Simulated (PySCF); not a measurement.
Compound: C4H7F.
Atom-mapped SMILES: `[CH3:1][C:2]([CH3:3])=[CH:4][F:5]` (hydrogens: H6, H7, H8 on C1; H9, H10, H11 on C3; H12 on C4)

Computed, not measured: PySCF 2.14.0, PBE0-D3(BJ)/def2-SVP geometry optimisation, gas phase.

**Question.** What internal coordinates does the optimisation give?

**Answer.** 
```json
{"bond": "C1–C2", "length (Å)": "1.497", "order": "single"}
{"bond": "C2–C3", "length (Å)": "1.496", "order": "single"}
{"bond": "C2=C4", "length (Å)": "1.334", "order": "double"}
{"bond": "C4–F5", "length (Å)": "1.337", "order": "single"}
{"bond": "C1–H6, C1–H7, C1–H8", "length (Å)": "1.102", "order": "single"}
{"bond": "C3–H9, C3–H10, C3–H11", "length (Å)": "1.101", "order": "single"}
{"bond": "C4–H12", "length (Å)": "1.094", "order": "single"}
```

Bonds in one row agree within 0.01 Å and their mean is given. Orders are formal, as drawn. A selection of angles:
```json
{"angle": "C2–C1–H6", "degrees": "112.2"}
{"angle": "H6–C1–H7", "degrees": "107.9"}
{"angle": "C1–C2–C3", "degrees": "118.1"}
{"angle": "C1–C2–C4", "degrees": "120.2"}
{"angle": "C3–C2–C4", "degrees": "121.8"}
{"angle": "C2–C3–H9", "degrees": "111.7"}
{"angle": "H9–C3–H10", "degrees": "108.5"}
{"angle": "C2–C4–F5", "degrees": "122.7"}
{"angle": "C2–C4–H12", "degrees": "124.7"}
{"angle": "F5–C4–H12", "degrees": "112.6"}
```

Dihedral angles: C1–C2–C4–F5 180° (antiperiplanar).

Of the pairs four or more bonds apart, F5···H9 is among the closest relative to their van der Waals radii: 2.42 Å, 91 % of the sum of Bondi's values. The 3 C–C bonds span 1.334 Å (C2=C4, drawn double) to 1.497 Å (C1–C2, drawn single), a spread of 0.163 Å. The 5 heavy atoms lie in one plane (0.000 Å rms).

Point group: Cs (every atom within 0.08 Å of its image). No frequency check.
